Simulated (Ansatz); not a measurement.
**Corundum Rh₂O₃ (model structure): properties by level of theory**

| level (code) | equilibrium lattice constant a (Å) | lattice parameter c (Å) |
|---|---|---|
| LDA (Ansatz) | 5.067 | … |
| PBEsol (Ansatz) | 5.109 | … |
| r²SCAN (Ansatz) | 5.139 | 13.881 |

Question: What belongs in the gaps?

Answer: 
- LDA (Ansatz, an electronic-structure program), lattice parameter c (Å): 13.681
- PBEsol (Ansatz), lattice parameter c (Å): 13.823

Ansatz's density-functional and Hartree–Fock values are scalar-relativistic unless marked +SOC, with PAW data made under PBE.

Computed values are for the static lattice.

A model structure was made by putting elements into a prototype or built by hand; it is no filed structure, need not be a known phase, and can be a saddle point held by its symmetry.
